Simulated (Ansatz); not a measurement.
For litharge SnO, PBEsol+SOC (Ansatz, a program for electronic structure, PAW) gives:

| Property | Value |
|---|---|
| lattice constant a | 3.804 Å |
| lattice parameter c | 4.748 Å |
| band gap at the measured cell | 0.03 eV |

Problem. What does LC-ωPBE in Ansatz (plane waves, PAW) give for the same quantities?

Solution. 
- lattice constant a: 3.767 Å (falls by 1.0 %)
- lattice parameter c: 4.971 Å (increases by 4.7 %)
- band gap at the measured cell: 4.20 eV (rises by 4.17 eV)

For comparison: lattice constant a 3.801 Å (measured, temperature not stated, no zero-point or thermal correction; as tabulated in Electronic properties of the Sn1−xPbxO alloy and band alignment of the SnO/PbO …); lattice parameter c 4.835 Å (measured, temperature not stated, not corrected to a static lattice; as tabulated in Electronic properties of the Sn1−xPbxO alloy and band alignment of the SnO/PbO …); band gap 0.7 eV (measured, temperature not stated, no zero-point or thermal correction; as tabulated in Waroquiers et al. (2013), arXiv:1302.6756).

Changes are worked out from the printed values.

Unless a cell is named, each level is at its own relaxed cell (PBEsol+SOC 17.17, LC-ωPBE 17.64 Å³/atom).

Spin–orbit coupling is included only where a level's name says +SOC; with heavier elements it mostly lowers gaps and can invert bands. Density-functional gaps are differences of (generalised) Kohn–Sham levels.

Caveats: the cell comes from a level without a dispersion term, which matters for the spacing of layers, chains or molecules (PBEsol+SOC, LC-ωPBE). Ansatz's density-functional and Hartree–Fock values are scalar-relativistic unless marked +SOC, with PAW data made under PBE.
